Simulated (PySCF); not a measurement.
Ligands exchanged one at a time, Al Cl-Br. Gas-phase values, no solvent. Strings in code marks are SMILES.

The S1–T1 gap (TDA) from two functionals at the same geometries (B3LYP-D3(BJ)/def2-TZVP), both in PySCF: PBE-D3(BJ)/def2-TZVP and B3LYP-D3(BJ)/def2-TZVP. B3LYP has the VWN-RPA correlation part, as in Gaussian. Excitations are Tamm–Dancoff values on a coarser integration grid. The basis has no diffuse functions, so Rydberg states are missing or too high.

| species | PBE-D3(BJ)/def2-TZVP (eV) | B3LYP-D3(BJ)/def2-TZVP (eV) |
|---|---|---|
| 0 of 3 Cl replaced by Br (`[Cl][Al]([Cl])[Cl]`) | 0.24 | 0.27 |
| 1 of 3 Cl replaced by Br | 0.26 | 0.29 |
| 2 of 3 Cl replaced by Br (`[Cl][Al]([Br])[Br]`) | 0.25 | 0.28 |
| 3 of 3 Cl replaced by Br | 0.24 | 0.27 |

Over these rows, drawn at random from the members with no instability flagged (it was tested for open shells, ions and some series alone), PBE minus B3LYP-D3(BJ): mean -0.03 eV, from -0.03 eV to -0.03 eV.
